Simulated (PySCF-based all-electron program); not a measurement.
## Force along the bond of SiO, singlet

Calculated with an in-house all-electron program built on PySCF, in large uncontracted Gaussian sets near the basis limit; the spin-free Dirac equation, no spin–orbit coupling, spin-restricted. Forces are good to about 0.008 eV/Å. In part, the full relativistic part was added along one bond alone. A positive force pushes the atoms apart.

```tsv
r (Å)	PBE (eV/Å)	PBE0 (eV/Å)
1.350	15.942	14.834
1.3892	10.958	9.819
1.400	9.758	8.612
1.500	1.450	?
1.510	0.845	?
1.550	-1.248	-2.463
1.600	-3.256	?
1.60136	-3.303	–
```

(1) Fill in the missing PBE0 forces.

(2) Fit a Morse curve to the forces within 0.84 to 1.25 of the listed length with the smallest force. Where does the force vanish, what is the force constant, and what harmonic wavenumber follows with standard atomic masses?

Answers

(1) 1.500 Å: 0.251 eV/Å; 1.510 Å: -0.357 eV/Å; 1.600 Å: -4.481 eV/Å.

(2) PBE0: 1.504 Å, 61 eV/Å², about 1280 cm⁻¹. The points are far apart, so these are estimates.
